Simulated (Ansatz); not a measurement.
## MgH, doublet: the ladder up to full CI

Geometry: a point of a stretch scan, not a stationary point.

```yaml
atoms:
  - { symbol: Mg, position_ang: [0.0000, 0.0000, 0.0000] }
  - { symbol: H, position_ang: [0.0000, 0.0000, 4.6650] }
```

Basis cc-pVQZ; Ansatz 0.2.0. Only valence electrons are correlated (noble-gas cores frozen), which leaves 3 electrons in 84 orbitals. Prefix R: restricted or restricted open-shell reference; prefix U: unrestricted. Active spaces: valence = (3e, 5o) chosen from the atoms' valence shells. The metal's outer-core shells are frozen, which leaves out core–valence correlation.

Full CI is exact within this basis and frozen core; it isn't the basis-set limit. The frozen core follows each run's orbitals, which can shift R against U totals by a few meV.

The UHF ⟨S²⟩ is 0.751, the T1 diagnostic (RCCSD) is 0.0139 and the largest doubles amplitude (RCCSD) is 0.070. The T1 diagnostic (UCCSD) is 0.0147.

| level | E − E(full CI) (kJ/mol) | share of correlation (%) | wall time |
| --- | --- | --- | --- |
| RHF | 89.5 | 0.00 | – |
| UHF | 89.5 | 0.04 | – |
| RMP2 | 25.3 | 71.73 | – |
| UMP2 | 25.3 | 71.69 | – |
| RCCSD | 0.1 | 99.94 | – |
| UCCSD | 0.1 | 99.94 | – |
| RCCSD(T) | 0.0 | 99.98 | 2.7 s |
| UCCSD(T) | 0.0 | 99.98 | 14 s |
| BCCD(T) | 0.0 | 99.98 | 3.4 s |
| RCCSDT | 0.0 | 100.00 | 31 s |
| UCCSDT | 0.0 | 100.00 | 48 s |
| CASSCF (valence space) | 7.0 | 92.14 | – |
| NEVPT2 (valence space) | 2.5 | 97.18 | 1.5 s |
| MRCISD (valence space) | 0.4 | 99.58 | – |
| MRCISD+Q (valence space) | 0.4 | 99.60 | 2.6 s |

The correlation energy at full CI, counted from RHF, is -0.928 eV. That run took 6 s on 1 thread of AMD EPYC 7B13, shared host over 76,124 determinants.

Times hold each run's SCF and search for its determinant on a shared host, so for small cases they say little of a method's own cost; they ran on 1 thread of AMD EPYC 7B13.

The full-CI state has the irrep A1 of C2v, in the program's axes (one component, if the state is degenerate).

Natural occupations of full CI about the gap: 1.863 1.000 0.044 0.044 0.044 0.003 0.000 0.000 0.000 0.000; effectively unpaired electrons, Σ n²(2−n)², 1.09.
